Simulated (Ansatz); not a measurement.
# CH6Si: the cost of one run

Program: Ansatz 0.2.0, Gaussian basis. Level of theory: PBE0-D4/def2-TZVP structures, single points in def2-TZVPP, no counterpoise correction. These are calculated values, not measurements.

Levels: SPW92, PBE-D4, BLYP-D4, r2SCAN-D4, B97M-V, PBE0-D4, B3LYP-D4, r2SCAN0-D4, BHLYP-D4, CAM-B3LYP-D4, wB97X-V, wB97M-V, B2PLYP, PBE-QIDH, RPA on PBE, Hartree-Fock, MP2, CCSD, CCSD(T).

Cores are frozen in the correlated methods. B3LYP uses VWN-RPA correlation. B2PLYP carries no dispersion term here.

94 further runs of the same task are left out: 94 set aside as unsound or not needed.

## (1) The starting structure

The complex: 13 atoms, charge 0, spin multiplicity 1.

Atoms are counted from 1 here; the program's logs count them from 0.

Bond lengths: Si1–H2 1.488 Å, Si1–H3 1.488 Å, Si1–H4 1.488 Å, Si1–C5 1.870 Å, C5–H8 1.092 Å, C5–H9 1.092 Å, C5–H10 1.092 Å, H6–C7 1.090 Å, C7–H11 1.090 Å, C7–H12 1.090 Å, C7–H13 1.090 Å. Angles: H2–Si1–H3 108.1°, H2–Si1–H4 108.2°, H2–Si1–C5 110.8°, H3–Si1–H4 108.1°, H3–Si1–C5 110.7°, H4–Si1–C5 110.8°, Si1–C5–H8 110.8°, Si1–C5–H9 110.8°, Si1–C5–H10 110.7°, H8–C5–H9 108.1°, H8–C5–H10 108.2°, H9–C5–H10 108.2°, H6–C7–H11 109.6°, H6–C7–H12 109.3°, H6–C7–H13 109.5°, H11–C7–H12 109.4°, H11–C7–H13 109.6°, H12–C7–H13 109.4°.

Geometry (Å):

```xyz
13
charge 0, multiplicity 1
Si   -0.53992   -1.65665   -0.20154
H     0.64682   -1.60507   -1.09785
H    -0.95650   -3.07910   -0.06581
H    -1.64888   -0.90996   -0.85532
C    -0.14147   -0.92345    1.47218
H     1.26951    1.27513   -1.05498
C     0.56337    2.09740   -0.94059
H    -1.01228   -0.96486    2.13020
H     0.67236   -1.47203    1.95148
H     0.16245    0.12070    1.37431
H     0.68197    2.54760    0.04505
H     0.75648    2.84822   -1.70625
H    -0.45392    1.72197   -1.05098
```

Its parts: CH₆Si holds atoms 1, 2, 3, 4, 5, 8, 9, 10; CH₄ holds atoms 6, 7, 11, 12, 13. Each part counts its atoms afresh in its own runs.

## (2) Relaxing CH₆Si alone

File relax-a/in.yaml:

```yaml
crystal:
  periodic: [false, false, false]
  atoms:
    - {symbol: Si, position_ang: [-0.539915, -1.656650, -0.201542]}
    - {symbol: H, position_ang: [0.646825, -1.605072, -1.097848]}
    - {symbol: H, position_ang: [-0.956504, -3.079101, -0.065810]}
    - {symbol: H, position_ang: [-1.648882, -0.909963, -0.855317]}
    - {symbol: C, position_ang: [-0.141474, -0.923446, 1.472179]}
    - {symbol: H, position_ang: [-1.012277, -0.964856, 2.130199]}
    - {symbol: H, position_ang: [0.672362, -1.472034, 1.951485]}
    - {symbol: H, position_ang: [0.162455, 0.120703, 1.374312]}
basis:
  gaussian: {orbitals: def2-TZVP}
hamiltonian: {xc: pbe0, dispersion: d4}
relax: {f_tol: 0.005, max_steps: 200}
```

Started as:

```
$ ansatz run in.yaml --threads 4 --pin off --events-out ev --progress --plain --max-ram 9574MiB
```

**Question.** How long does this run take on 4 threads of AMD EPYC, shared host?

About 8.6 s.
